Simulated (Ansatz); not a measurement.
Input file:

```yaml
crystal:
  periodic: [false, false, false]
  atoms:
    - { symbol: Al, position_ang: [0.458396, 0.0, 0.117922] }
    - { symbol: Cl, position_ang: [0.822198, 0.0, 2.2139] }
    - { symbol: H, position_ang: [1.725968, 0.0, -0.845468] }
    - { symbol: H, position_ang: [-1.059562, 0.0, -0.362153] }
basis:
  gaussian: { orbitals: def2-SVP }
hamiltonian:
  xc: revpbe
  dispersion: d4
neb:
  order_check: false
  images: 5
  f_tol: 0.05
  max_iterations: 10
  final_atoms:
    - { symbol: Al, position_ang: [0.07416973, 0.0, -0.91741747] }
    - { symbol: Cl, position_ang: [1.50320685, 0.0, 1.82246703] }
    - { symbol: H, position_ang: [1.84586243, 0.0, 0.52593903] }
    - { symbol: H, position_ang: [-1.47623901, 0.0, -0.30678759] }
  initial_path:
    images:
      - { positions_ang: [[0.458396, 0.0, 0.117922], [0.822198, 0.0, 2.2139], [1.725968, 0.0, -0.845468], [-1.059562, 0.0, -0.362153]] }
      - { positions_ang: [[0.30553378, 0.0, 0.07872491], [1.06122732, 0.0, 2.10276205], [1.73718685, 0.0, -0.55626662], [-1.15694794, 0.0, -0.50101934]] }
      - { positions_ang: [[0.15267155, 0.0, 0.03952782], [1.30025664, 0.0, 1.99162409], [1.74840569, 0.0, -0.26706524], [-1.25433389, 0.0, -0.63988568]] }
      - { positions_ang: [[-0.00019067, 0.0, 0.00033073], [1.53928596, 0.0, 1.88048614], [1.75962454, 0.0, 0.02213614], [-1.35171983, 0.0, -0.77875201]] }
      - { positions_ang: [[0.02459613, 0.0, -0.30558534], [1.52725959, 0.0, 1.86114644], [1.7883705, 0.0, 0.19007044], [-1.39322623, 0.0, -0.62143054]] }
      - { positions_ang: [[0.04938293, 0.0, -0.6115014], [1.51523322, 0.0, 1.84180674], [1.81711646, 0.0, 0.35800474], [-1.43473262, 0.0, -0.46410907]] }
      - { positions_ang: [[0.07416973, 0.0, -0.91741747], [1.50320685, 0.0, 1.82246703], [1.84586243, 0.0, 0.52593903], [-1.47623901, 0.0, -0.30678759]] }
```

Run as:

```bash
$ ansatz run input.yaml --threads 1 --pin off --max-ram 2048MiB --backend cpu --events-out ev --progress --plain --runs-dir out
```

Hardware: 1 thread of Arm Neoverse V1, with other jobs on the host.

Q: Roughly how long does this run take, and how much memory?

A: 35 s, with a peak of 0.092 GiB, for 8 band iterations.
